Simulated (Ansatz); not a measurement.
C₄H₃FO (`Fc1ccco1`), one more setting.

```yaml
crystal:
  periodic: [false, false, false]
  atoms:
    - {symbol: F, position_ang: [0.981821, 1.122606, -1.992176]}
    - {symbol: C, position_ang: [0.466461, 0.533861, -0.943703]}
    - {symbol: C, position_ang: [0.730360, -0.648602, -0.352188]}
    - {symbol: C, position_ang: [-0.182490, -0.699350, 0.750466]}
    - {symbol: C, position_ang: [-0.900011, 0.443715, 0.717043]}
    - {symbol: O, position_ang: [-0.500925, 1.217046, -0.336526]}
    - {symbol: H, position_ang: [1.464732, -1.374605, -0.655948]}
    - {symbol: H, position_ang: [-0.283044, -1.494082, 1.472077]}
    - {symbol: H, position_ang: [-1.688306, 0.853109, 1.324055]}
basis:
  gaussian: {orbitals: def2-TZVPD, nuclear_model: gaussian}
magnetization: {spin_polarized: true, initial_magnetization: 0}
hamiltonian: {xc: {name: wB97X}}
accuracy: high
output: {forces: true}
```

```sh
$ ansatz run in.yaml --threads 4 --pin off --events-out ev --progress --plain --max-ram 10444MiB
```

It prints (some lines left out):

```
Functional definition: wB97X
4137 factors; integrals over basis functions are off by at most 3.7e-9 eV
543 factors; integrals over basis functions are off by at most 2.1e-9 eV
mean field evaluation 1: about -8956.5171 eV, gradient 3.2e1 eV
mean field evaluation 2: about -8958.2299 eV, gradient 2.6e1 eV
mean field evaluation 4: about -8960.7313 eV, gradient 1.3e0 eV
mean field evaluation 8: about -8960.9158 eV, gradient 1.1e-1 eV
mean field evaluation 16: about -8960.9158 eV, gradient 1.2e-4 eV
mean field -8960.91584016 eV, -329.3075831988 hartree, gradient 2.2e-8 eV, S^2 0.000000; 0 other end points of the search recorded, 0 dependent functions left out
reference -8960.91583594 eV, -329.3075830440 hartree; 22, 22 occupied and 233, 233 virtual orbitals, 4137 factors
Total energy: -8960.91583594 eV, -329.3075830440 hartree
Atom 0 at     0.981821     1.122606    -1.992176 Å, force     0.097120     0.104447    -0.192286 eV/Å
Atom 1 at     0.466461     0.533861    -0.943703 Å, force    -0.022793    -0.257364     0.216606 eV/Å
Atom 2 at     0.730360    -0.648602    -0.352188 Å, force     0.060758     0.127837    -0.164636 eV/Å
Atom 3 at    -0.182490    -0.699350     0.750466 Å, force    -0.158459     0.111766     0.097563 eV/Å
Atom 4 at    -0.900011     0.443715     0.717043 Å, force     0.039666    -0.160520     0.074420 eV/Å
Atom 5 at    -0.500925     1.217046    -0.336526 Å, force    -0.005263     0.056708    -0.032820 eV/Å
Atom 6 at     1.464732    -1.374605    -0.655948 Å, force    -0.002655     0.010552    -0.004300 eV/Å
Atom 7 at    -0.283044    -1.494082     1.472077 Å, force    -0.008118     0.013618    -0.000553 eV/Å
Atom 8 at    -1.688306     0.853109     1.324055 Å, force    -0.000255    -0.007044     0.006006 eV/Å
Dipole moment:    -0.056437    -0.234575     0.244148 e Å
```

Hardware: 4 threads of an Arm Neoverse N1 on a shared host. Wall time 110 s, peak host memory 2.9 GiB.
